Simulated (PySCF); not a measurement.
**A diatomic session: CCl**

One table from this session's results is given with a row withheld; the runs are named, their logs left out.

Method: C pcseg-1, Cl pcseg-1, no relativity; program: PySCF 2.14.0.

Set-up of the first run:

A driver script around PySCF takes these settings:

* atoms: C, Cl
* charge: 0
* basis: C pcseg-1, Cl pcseg-1
* Hamiltonian: no relativity
* basis functions: 32
* electrons treated: 23
* masses in u: 12.0000, 34.9689
* levels: PBE0, PBE, r²SCAN, r²SCAN0, BLYP, PW91, LC-ωPBE, HF, MP2, SCS-MP2, CCSD, CCSD(T)
* grid: 80 radial by 434 angular points
* occupations: held fixed by the projection of orbital angular momentum
* dissociation limit: C + Cl, each in its ground configuration
* starting distance in angstrom: 1.680
* values of 2S to try: 1, 3

Started as:

```console
$ OMP_NUM_THREADS=1 python dia.py task.json out
```

Among the steps run: Set-up; PBE0 along the bond; Other states along the same grid; PBE; r²SCAN; r²SCAN0 (hybrid meta-GGA); BLYP (GGA); PW91; LC-ωPBE (range-separated hybrid); UHF (mean field); MP2 and coupled cluster.

One of the session's tables, all rows but one given; the rest of the session is left out.

Energy (eV) from each level's lowest point:

| R (Å) | UHF | UHF-MP2 | UHF-SCS-MP2 | UHF-CCSD | UHF-CCSD(T) |
| --- | --- | --- | --- | --- | --- |
| 1.440 | 1.126 | 1.067 | 1.102 | n/a | n/a |
| 1.507 | 0.502 | 0.460 | 0.486 | 0.518 | 0.535 |
| 1.574 | 0.160 | 0.136 | 0.152 | 0.169 | 0.180 |
| 1.624 | 0.038 | 0.026 | 0.034 | 0.042 | 0.047 |
| 1.674 | 0.000 | 0.000 | 0.000 | 0.000 | 0.000 |
| 1.724 | ? | ? | ? | ? | ? |
| 1.791 | 0.133 | 0.157 | 0.138 | 0.124 | 0.111 |
| 1.875 | 0.344 | 0.384 | 0.351 | 0.330 | 0.307 |
| 1.975 | 0.663 | 0.722 | 0.674 | 0.643 | 0.608 |
| 2.109 | 1.124 | 1.286 | 1.227 | n/a | n/a |

Q: Estimate the row for R (Å) = 1.724 from the others.

Worked estimate for «UHF». A straight line through the neighbours (1.674, 0.000) and (1.791, 0.133) gives 0.000 + (0.133 − 0.000) × (1.724 − 1.674) / (1.791 − 1.674) = 0.057; a parabola fitted to 4 rows on both sides gives 0.032.

The run gave: UHF: 0.026; UHF-MP2: 0.037; UHF-SCS-MP2: 0.029; UHF-CCSD: 0.022; UHF-CCSD(T): 0.017. In «UHF» the line misses by +0.031 and the parabola by +0.006.

State 2 has its PBE0 minimum 2.23 eV higher. The other levels ran on the lowest alone.
